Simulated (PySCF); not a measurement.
A geometry optimisation, step by step.

Compound: C4H7FO.
SMILES with atom numbers: `[CH3:1][C@@H:2]([F:3])[C@@H:4]1[CH2:5][O:6]1` (hydrogens: H7, H8, H9 on C1; H10 on C2; H11 on C4; H12, H13 on C5)

Method: PBE0-D3(BJ)/def2-SVP geometry optimisation, gas phase in PySCF 2.14.0; density fitting, grid level 1; the optimiser is geomeTRIC in internal coordinates, started from a GFN2-xTB structure with every atom displaced at random (about 0.01 Å). The frame can shift and turn from step to step; on so coarse a grid that alone can change the energy by a few meV, and forces under 0.02 eV/Å are noise.

Step 0: E = -9008.3207 eV, largest atomic force 2.642 eV/Å
```
atom  x, y, z in Å  |  force x, y, z in eV/Å
C1     -1.611   -0.845    0.054   -0.485   2.348   0.375
C2     -0.665    0.343    0.083    0.857  -0.587   0.704
F3     -0.965    1.146    1.172    0.098  -0.218   0.077
C4      0.812   -0.111    0.202   -2.462   0.461   0.840
C5      1.881    0.694   -0.316   -0.146   0.809   0.000
O6      1.436   -0.438   -0.978    0.238  -1.083  -1.261
H7     -1.525   -1.415    0.956    0.110  -0.608   0.847
H8     -2.637   -0.447   -0.027    0.008  -0.222   0.054
H9     -1.410   -1.435   -0.793    0.362  -1.144  -1.417
H10    -0.778    0.986   -0.788    0.025   0.046  -0.611
H11     0.960   -0.777    1.058    0.269  -0.152   0.148
H12     1.676    1.646   -0.785   -0.234   0.517  -0.289
H13     2.831    0.636    0.152    1.360  -0.167   0.533
```

Step 1: E = -9008.5060 eV, largest atomic force 0.489 eV/Å
```
atom  x, y, z in Å  |  force x, y, z in eV/Å
C1     -1.890   -0.956   -0.281    0.165  -0.440  -0.137
C2     -0.847    0.125   -0.196   -0.058   0.111  -0.164
F3     -1.082    0.895    0.927    0.021   0.018  -0.016
C4      0.557   -0.406   -0.099    0.219   0.068  -0.030
C5      1.679    0.364   -0.636    0.101  -0.056   0.107
O6      1.181   -0.773   -1.310   -0.111   0.060   0.041
H7     -1.841   -1.591    0.622   -0.053   0.050  -0.129
H8     -2.898   -0.531   -0.358   -0.066   0.057   0.005
H9     -1.702   -1.591   -1.172   -0.066   0.189   0.276
H10    -0.905    0.783   -1.086    0.018  -0.045   0.113
H11     0.745   -1.086    0.745   -0.041   0.014   0.013
H12     1.481    1.330   -1.121    0.005  -0.004   0.006
H13     2.677    0.263   -0.182   -0.135  -0.021  -0.083
```

Step 2: E = -9008.5108 eV, largest atomic force 0.140 eV/Å
```
atom  x, y, z in Å  |  force x, y, z in eV/Å
C1     -1.886   -0.969   -0.277    0.061  -0.074  -0.042
C2     -0.859    0.133   -0.197    0.052   0.117  -0.040
F3     -1.099    0.905    0.923   -0.033   0.000   0.010
C4      0.553   -0.380   -0.102    0.080  -0.110   0.032
C5      1.694    0.362   -0.635   -0.092   0.083  -0.041
O6      1.160   -0.751   -1.319   -0.011  -0.039   0.021
H7     -1.834   -1.605    0.620   -0.003   0.016  -0.010
H8     -2.900   -0.553   -0.353    0.004   0.013   0.004
H9     -1.694   -1.597   -1.162   -0.012   0.040   0.036
H10    -0.927    0.789   -1.084   -0.012  -0.004   0.008
H11     0.730   -1.067    0.738   -0.008  -0.025   0.013
H12     1.530    1.336   -1.113   -0.009   0.007   0.010
H13     2.686    0.223   -0.186   -0.017  -0.024  -0.003
```

Step 3: E = -9008.5126 eV, largest atomic force 0.100 eV/Å
```
atom  x, y, z in Å  |  force x, y, z in eV/Å
C1     -1.879   -0.967   -0.281   -0.048   0.087   0.011
C2     -0.851    0.134   -0.193   -0.013  -0.055   0.047
F3     -1.095    0.905    0.927   -0.013  -0.015  -0.005
C4      0.556   -0.391   -0.093    0.025   0.019   0.022
C5      1.681    0.362   -0.638    0.008   0.023  -0.020
O6      1.157   -0.762   -1.312   -0.016  -0.019  -0.020
H7     -1.838   -1.605    0.613    0.012  -0.004   0.035
H8     -2.891   -0.543   -0.360    0.013  -0.018   0.004
H9     -1.686   -1.589   -1.164    0.014  -0.029  -0.067
H10    -0.912    0.791   -1.078   -0.001   0.008  -0.021
H11     0.736   -1.077    0.749   -0.011   0.013  -0.002
H12     1.499    1.333   -1.117   -0.006   0.002   0.008
H13     2.678    0.236   -0.200    0.037  -0.013   0.007
```

Step 4: E = -9008.5131 eV, largest atomic force 0.025 eV/Å
```
atom  x, y, z in Å  |  force x, y, z in eV/Å
C1     -1.879   -0.966   -0.281   -0.007   0.006  -0.003
C2     -0.852    0.134   -0.191   -0.004  -0.005   0.008
F3     -1.100    0.903    0.930    0.001  -0.009  -0.004
C4      0.556   -0.389   -0.092    0.012   0.003   0.022
C5      1.683    0.362   -0.640   -0.006   0.012  -0.007
O6      1.154   -0.762   -1.312   -0.012  -0.005  -0.011
H7     -1.835   -1.605    0.613    0.001  -0.004   0.005
H8     -2.892   -0.545   -0.360    0.002  -0.002   0.003
H9     -1.684   -1.587   -1.167    0.001  -0.005  -0.013
H10    -0.915    0.791   -1.076    0.006   0.008  -0.001
H11     0.737   -1.074    0.750   -0.004   0.006   0.003
H12     1.499    1.333   -1.117    0.006   0.000  -0.001
H13     2.681    0.233   -0.204    0.004  -0.005  -0.002
```

Step 5: E = -9008.5133 eV, largest atomic force 0.023 eV/Å
```
atom  x, y, z in Å  |  force x, y, z in eV/Å
C1     -1.878   -0.967   -0.282    0.011  -0.019  -0.007
C2     -0.853    0.135   -0.186   -0.002   0.013  -0.011
F3     -1.104    0.900    0.936    0.002  -0.006   0.001
C4      0.556   -0.386   -0.089   -0.004   0.008   0.005
C5      1.682    0.362   -0.643    0.006  -0.008  -0.006
O6      1.148   -0.762   -1.311   -0.001  -0.005  -0.003
H7     -1.832   -1.609    0.611   -0.002  -0.003  -0.009
H8     -2.891   -0.549   -0.359   -0.004   0.004   0.002
H9     -1.681   -1.584   -1.171   -0.003   0.005   0.012
H10    -0.916    0.794   -1.071    0.003   0.006   0.010
H11     0.737   -1.070    0.754    0.005   0.003   0.004
H12     1.502    1.333   -1.122   -0.006   0.001   0.004
H13     2.682    0.230   -0.212   -0.007   0.000  -0.002
```

**Question.** Summarise the path.

**Answer.** The energy falls by 18.59 kJ/mol from step 0 to step 5; nine tenths of that is first reached at step 1. It falls at every step. The largest force goes from 2.642 to 0.023 eV/Å. Among the bonds C1–H9 changes most, from 1.052 to 1.100 Å; the atoms move by 0.044 Å rms after alignment.

**Question.** Follow the three bonds and two angles with the largest change from start to end.

**Answer.** 
```json
{"step": "0", "E above end (kJ/mol)": "18.59", "largest force (eV/Å)": "2.642", "C1–H9 (Å)": "1.052", "C2–C4 (Å)": "1.550", "C5–H13 (Å)": "1.060", "C2–C1–H8 (°)": "107.4", "C2–C4–H11 (°)": "111.6"}
{"step": "1", "E above end (kJ/mol)": "0.71", "largest force (eV/Å)": "0.489", "C1–H9 (Å)": "1.110", "C2–C4 (Å)": "1.504", "C5–H13 (Å)": "1.102", "C2–C1–H8 (°)": "111.3", "C2–C4–H11 (°)": "115.3"}
{"step": "2", "E above end (kJ/mol)": "0.24", "largest force (eV/Å)": "0.140", "C1–H9 (Å)": "1.102", "C2–C4 (Å)": "1.505", "C5–H13 (Å)": "1.097", "C2–C1–H8 (°)": "110.8", "C2–C4–H11 (°)": "114.4"}
{"step": "3", "E above end (kJ/mol)": "0.07", "largest force (eV/Å)": "0.100", "C1–H9 (Å)": "1.098", "C2–C4 (Å)": "1.505", "C5–H13 (Å)": "1.096", "C2–C1–H8 (°)": "110.5", "C2–C4–H11 (°)": "114.9"}
{"step": "4", "E above end (kJ/mol)": "0.02", "largest force (eV/Å)": "0.025", "C1–H9 (Å)": "1.099", "C2–C4 (Å)": "1.506", "C5–H13 (Å)": "1.097", "C2–C1–H8 (°)": "110.6", "C2–C4–H11 (°)": "114.8"}
{"step": "5", "E above end (kJ/mol)": "0.00", "largest force (eV/Å)": "0.023", "C1–H9 (Å)": "1.100", "C2–C4 (Å)": "1.506", "C5–H13 (Å)": "1.097", "C2–C1–H8 (°)": "110.7", "C2–C4–H11 (°)": "114.7"}
```

The cost below is that of the whole optimisation. The run took 27 s wall on one thread of an Arm Neoverse V2, shared host with 32 logical CPUs at a one-minute load of 27, and the process peaked at 0.52 GiB of memory.
